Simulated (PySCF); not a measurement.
A side-by-side comparison of computed properties.

First species: C5H11N.
Structure used (GFN2-xTB), in Å, numbered top down from 1:
```xyz
17
C5H11N angstrom
C      2.5491    0.1391    0.1952
C      1.1607   -0.1627    0.7429
C      0.1237   -0.2697   -0.3729
N     -1.1658   -0.6108    0.1806
C     -2.0003    0.4612    0.6561
C     -2.3441   -0.2797   -0.5764
H      2.5514    1.0845   -0.3440
H      3.2717    0.2047    1.0049
H      2.8686   -0.6444   -0.4884
H      1.1716   -1.1024    1.2966
H      0.8567    0.6259    1.4348
H      0.0932    0.6775   -0.9403
H      0.4061   -1.0703   -1.0641
H     -2.5408    0.2623    1.5708
H     -1.6477    1.4830    0.5511
H     -3.1330   -1.0187   -0.5567
H     -2.2281    0.2327   -1.5270
```

Second species: tert-butylazomethine, C5H11N.
SMILES: `C=NC(C)(C)C`

Levels: PBE0/def2-SVPD for dipole moment, HOMO energy, LUMO energy, HOMO–LUMO gap, static isotropic polarisability and electronic spatial extent ⟨r²⟩ about the centre of nuclear charge; TDDFT PBE0/def2-SVPD for lowest singlet excitation; TDA PBE0/def2-SVPD for lowest triplet excitation (Tamm–Dancoff); GFN2-xTB for rotational constant A and rotational constant C. Geometries: GFN2-xTB. Each species is one conformer at its optimised geometry, gas phase, non-relativistic unless stated. Electronic properties by PySCF.

The conformers computed, where there is a choice (atom-mapped SMILES and torsion angles):
- `[CH3:1][CH2:2][CH2:3][N:4]1[CH2:5][CH2:6]1`: C1–C2–C3–N4 178°, C2–C3–N4–C5 86°
- `[CH2:1]=[N:2][C:3]([CH3:4])([CH3:5])[CH3:6]`: C1–N2–C3–C4 -128°

Which of the two has the higher dipole moment, and by how much?

The second: 1.39 D against 1.04 D, a difference of 0.35 D.

Which of the two has the higher S1 energy, and by how much?

The first: 6.54 eV against 4.80 eV, a difference of 1.74 eV.

Which of the two has the higher HOMO–LUMO gap, and by how much?

The first: 7.58 eV against 6.83 eV, a difference of 0.75 eV.

Which of the two has the higher T1 energy, and by how much?

The first: 6.35 eV against 3.95 eV, a difference of 2.40 eV.

Which has the higher rotational constant C?

The second: 2.842 GHz against 1.646 GHz, a difference of 1.196 GHz.

Which of the two has the higher static isotropic polarisability, and by how much?

The second: 70.0 au against 68.4 au, a difference of 1.6 au.

Which of the two has the higher ⟨r²⟩, and by how much?

The first: 792 bohr² against 613 bohr², a difference of 179 bohr².

Which of the two has the higher LUMO energy, and by how much?

The first: 0.88 eV against -0.14 eV, a difference of 1.02 eV.

On the first: The principal polarisabilities are 60.1, 64.8 and 80.2 au; their mean is the isotropic value. The polarisability is 10.13 Å³ as a volume (1 au = 0.148185 Å³), or 1.42 au for each of the 48 electrons.

On the second: No computed singlet falls in the visible range (750 to 380 nm, 1.65 to 3.26 eV); S1 lies 1.54 eV above its blue end. In wavenumbers S1 is 38700 cm⁻¹ (1 eV = 8065.54 cm⁻¹).
